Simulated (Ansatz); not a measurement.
System (SMILES): N (NH3).
Atoms: N1, H2, H3, H4. Bonds: N1-H2, N1-H3, N1-H4.

Basis-set convergence of the optimised N1-H2 bond length at HF with Ansatz (a quantum-chemistry and plane-wave program). All functions are spherical. The program fits the integrals of some runs and decomposes those of others, by size. No added dispersion term, no relativity. Reference: the value in aug-cc-pVQZ, 0.9979 Å, itself unsure by roughly 0.0003 Å (its mean distance from def2-QZVPPD, pcseg-3, def2-QZVPP). Deviations are taken from unrounded values.

```json
[
 {"basis": "def2-SV(P)", "functions": "20", "optimised N1-H2 bond length (Å)": "1.0072", "minus reference (Å)": "0.0093"},
 {"basis": "def2-SVP", "functions": "29", "optimised N1-H2 bond length (Å)": "1.0057", "minus reference (Å)": "0.0078"},
 {"basis": "def2-SVPD", "functions": "44", "optimised N1-H2 bond length (Å)": "1.0029", "minus reference (Å)": "0.0050"},
 {"basis": "def2-TZVP", "functions": "49", "optimised N1-H2 bond length (Å)": "0.9992", "minus reference (Å)": "0.0012"},
 {"basis": "def2-TZVPD", "functions": "64", "optimised N1-H2 bond length (Å)": "0.9995", "minus reference (Å)": "0.0016"},
 {"basis": "def2-TZVPP", "functions": "73", "optimised N1-H2 bond length (Å)": "0.9983", "minus reference (Å)": "0.0004"},
 {"basis": "def2-TZVPPD", "functions": "88", "optimised N1-H2 bond length (Å)": "0.9984", "minus reference (Å)": "0.0004"},
 {"basis": "def2-QZVPP", "functions": "147", "optimised N1-H2 bond length (Å)": "0.9977", "minus reference (Å)": "-0.0002"},
 {"basis": "def2-QZVPPD", "functions": "162", "optimised N1-H2 bond length (Å)": "0.9978", "minus reference (Å)": "-0.0001"}
]
```

The smallest set listed that lies within 0.003 Å of the reference with all its larger relatives (same family, alike in diffuse functions; a set with none counts only in the reference's own line) is def2-TZVP (49 functions, 0.0012 Å off).
